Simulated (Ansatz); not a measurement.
`C[O][Mg]` radical, relaxed with UKS PBE-D4/def2-SVP in Ansatz from a rough embedded geometry. The force threshold is 0.03 eV/Å; the program also tests the step.

Total charge 0; spin multiplicity 2.

Start:

```xyz
6

C     0.409   -0.065    0.333
O    -0.615   -0.796   -0.406
Mg   -1.694    0.606   -1.394
H    -0.077    0.584    1.023
H     0.986   -0.791    0.882
H     0.991    0.462   -0.438
```

(1) How much energy does the relaxation release, and in how many steps? (Best estimate.)

(2) Which bonds change most? (An estimate is asked.)

(3) Give the relaxed structure. (An estimate is asked.)

## Answers

(1) Ansatz gave: 15.34 kcal/mol, in 7 steps.

(2) The calculation gave: O2–Mg3 from 2.026 to 1.799 Å; C1–O2 from 1.459 to 1.383 Å; C1–H4 from 1.065 to 1.119 Å; C1–H5 from 1.078 to 1.119 Å.

(3) The calculation gave: 
```xyz
6

C     0.432    0.004    0.337
O    -0.659   -0.019   -0.512
Mg   -2.078   -0.019   -1.619
H     0.238    0.598    1.265
H     0.731   -1.020    0.673
H     1.336    0.456   -0.145
```
